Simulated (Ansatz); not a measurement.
Results of LDA (Ansatz, a first-principles code, plane waves, PAW) for hcp Re.

Run with plane-wave cutoff 520 eV, 16×16×10 k mesh (along the axes of the cell as run), Fermi–Dirac smearing 0.1 eV, perturbation theory, force constants from a 4×4×2 q mesh, no spin polarisation, scalar-relativistic PAW data made under PBE.

Computed at the level's own relaxed cell.

```
Re
1.0
    2.73772     0.00000     0.00000
   -1.36886     2.37094     0.00000
    0.00000     0.00000     4.41556
Re
2
Cartesian
  1.36886   0.79031   3.31167
  0.00000   1.58063   1.10389
```

Harmonic phonon frequencies (cm⁻¹; i marks an imaginary mode):

```json
[
 {"q point": "Γ", "frequencies": "0 0 0 109 121 121"},
 {"q point": "A", "frequencies": "86 86 86 86 172 172"}
]
```

No imaginary mode appears at these points.
